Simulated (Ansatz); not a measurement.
A made-up structure of CH$_{3}$BN, doublet:

```xyz
6
angstrom
B -0.6242 0.2248 -0.4312
C 0.6405 -0.1809 0.4072
N 0.6271 -1.2422 1.0599
H -1.5605 -0.5090 -0.4447
H 1.0715 -2.1154 1.3435
H 1.5433 0.4522 0.4425
```

It is relaxed with PBE-D4/def2-SVP and then PBE0-D4/def2-TZVP (Ansatz 0.2.0). Atoms count as bonded within 1.22 times the sum of their covalent radii (H–H: 0.88 Å). The end point is not checked to be a true minimum.

Question: Does its bonding change? (A judgement: the text doesn't fix the answer.)

Answer: By the calculation: Yes. Formed: B1–N3; broken: none.

Where it ends: The first stage lowers the energy by 2.37 eV in 17 steps. It ends as CH₃BN ([BH]1[CH][NH]1):
| atom | x (Å) | y (Å) | z (Å) |
| --- | --- | --- | --- |
| B1 | -0.4862 | -0.4144 | 0.0293 |
| C2 | 0.7908 | 0.0857 | 0.4353 |
| N3 | 0.3509 | -1.1531 | 0.9518 |
| H4 | -1.5111 | -0.4772 | -0.5539 |
| H5 | 0.8460 | -2.0380 | 0.9265 |
| H6 | 1.7074 | 0.6265 | 0.5882 |

Labels in which every atom is bracketed show which atoms are joined, not bond orders.

For scale, one of the runs: PBE0-D4/def2-TZVP relaxation, 111 basis functions, launched by `ansatz run in.yaml --threads 2 --pin off --events-out ev --progress --plain --max-ram 4352MiB`. Hardware: 2 CPU threads of an Arm Neoverse V1, shared host. Wall time about 16 s.
